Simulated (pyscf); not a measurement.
Structures and frequencies: ωB97X-D3(BJ)/def2-SVP in PySCF. MP2 and CC: frozen core, UHF for open shells. ΔMP2 is the change of the MP2 total energy from the triple- to the quadruple-zeta basis.

Task: For SiH₂ (SMILES [SiH2]) [singlet] + H₃C–OH (SMILES CO) -> HO–CH₂–SiH₃ (SMILES OC[SiH3]), an insertion (singlet surface; C–H broken, C–Si, H–Si formed), PBE/def2-TZVP gives ΔE‡ = 83.9 kJ/mol and ΔE = -216.4 kJ/mol (zero: the separated reactants). In which direction and how far do r²SCAN/def2-TZVP, ωB97M-D3(BJ)/def2-TZVP, CCSD(T)/def2-TZVPP + ΔMP2(QZVPP) move these?

Result: r²SCAN: ΔE‡ = 78.2 kJ/mol, ΔE = -236.4 kJ/mol; ωB97M-D3(BJ): ΔE‡ = 116.1 kJ/mol, ΔE = -212.7 kJ/mol; CCSD(T): ΔE‡ = 117.1 kJ/mol, ΔE = -214.9 kJ/mol. PBE's barrier lies among them. Its reaction energy lies among theirs. On the reactant side the descent ends in an adduct with a O–Si contact, 99.1 kJ/mol under the separated species and 205.4 kJ/mol under the saddle at ωB97X-D3(BJ)/def2-TZVP. At ωB97X-D3(BJ) the barrier from the zero used here is 106.3 kJ/mol. The same reactants have a lower exit, to H₃C–O–SiH₃ (barrier +9.7 kJ/mol at ωB97M-D3(BJ), against +116.1 kJ/mol here). HO–CH₂–SiH₃ lies 204.6 kJ/mol over its isomer H₃C–SiH₂–OH (electronic energy, ωB97M-D3(BJ)). This is the saddle that the search found; another between the same sides may lie lower. The CCSD(T) − MP2 part came from Ansatz, without density fitting, on the same reference.
